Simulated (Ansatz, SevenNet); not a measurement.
Volume per atom (Å³/atom) of 20 elemental solids other than molecular ones, computed with the machine-learned potential SevenNet-l3i5 (trained on PBE and PBE+U data) and with r²SCAN (Ansatz, a first-principles code, PAW). The set holds measured phases with no doubt noted on the run or the magnetic state but for the caveats below. Solids without a value at one level (not run, failed, or a magnetic order lost), or held back for tests, aren't counted.

All rows, in order of the shift (worked out from unrounded values):

```
solid                       SevenNet-l3i5  r²SCAN  shift (%)
--------------------------  -------------  ------  ---------
hcp Zn                              15.48   14.47       -6.5
α-phase Ga                          20.36   19.19       -5.7
body-centred tetragonal In          27.69   26.26       -5.2
hcp Cd                              23.05   21.99       -4.6
hcp Tl                              31.25   30.14       -3.6
hcp Ru                              13.94   13.49       -3.2
white tin (β-Sn)                    28.37   27.59       -2.7
hcp Tc                              14.60   14.20       -2.7
hcp Re                              15.09   14.70       -2.6
hcp Os                              14.36   14.02       -2.4
hcp Lu                              29.54   29.01       -1.8
hcp Co                              10.81   10.64       -1.6
hcp Mg                              22.92   22.57       -1.5
hcp Hf                              22.47   22.35       -0.5
hcp Be                               7.94    7.91       -0.5
hcp Ti                              17.37   17.31       -0.3
hcp Zr                              23.48   23.50       +0.1
double-hcp La                       37.15   37.27       +0.3
hcp Sc                              24.72   24.92       +0.8
hcp Y                               32.89   33.48       +1.8
```

The shift from SevenNet-l3i5 to r²SCAN has a median of -2.1 %, and eight in ten lie between -5.2 % and +0.4 %; r²SCAN is the larger in 4 of 20.

Ansatz's runs of these crystals have no spin polarisation, but for hcp Co. A magnetic state wasn't tried for hcp Sc, hcp Ti, hcp Y with meta-GGA or hybrid levels, which favour moments.

Density-functional runs with spin start from parallel moments for hcp Co.

Spin–orbit coupling is left out, also for the solids with elements from indium on (body-centred tetragonal In, hcp Os, white tin (β-Sn), double-hcp La, hcp Tl, hcp Re, hcp Hf, hcp Lu); its size isn't shown.

Ansatz's density-functional and Hartree–Fock values are scalar-relativistic unless marked +SOC, with PAW data made under PBE.
